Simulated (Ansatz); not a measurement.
# HOSi: the cost of one run

The runs use Ansatz 0.2.0, Gaussian basis; def2-QZVPP, core rule «outside noble gas», up to 6 orbitals frozen.

The runs, in order: UHF; ROHF; CCSD(T) on UHF.

2 further runs of the same task are left out: 2 set aside as unsound or not needed.

**1. The geometry**

The geometry is a PBE0/def2-TZVP stationary point (not a proven minimum).

3 atoms, charge 0, spin multiplicity 2.

Atoms are counted from 1 here; the program's logs count them from 0.

Bond lengths: Si1–O2 1.523 Å, Si1–H3 1.528 Å. Angles: O2–Si1–H3 118.9°.

Coordinates:

```
Si    0.00000   -0.10159    0.51477
O     0.00000    0.10767   -0.99377
H     0.00000    1.12165    1.43081
```

**2. UHF**

Contents of in.yaml:

```yaml
crystal:
  periodic: [false, false, false]
  atoms:
    - {symbol: Si, position_ang: [0.000000, -0.101589, 0.514766]}
    - {symbol: O, position_ang: [0.000000, 0.107669, -0.993765]}
    - {symbol: H, position_ang: [0.000000, 1.121646, 1.430812]}
basis:
  gaussian: {orbitals: "def2-QZVPP.json"}
magnetization: {spin_polarized: true, initial_magnetization: 1}
hamiltonian: {xc: hf}
output: {orbitals: {seedname: orbitals}}
```

Started as:

```console
ansatz run in.yaml --threads 1 --pin off --events-out ev --progress --plain --max-ram 4096MiB --backend cpu
```

**Question.** How long does this run take on 1 thread of AMD EPYC 7R13, shared host, and how much memory does it need?

About 6 s, with a peak of 0.32 GiB.
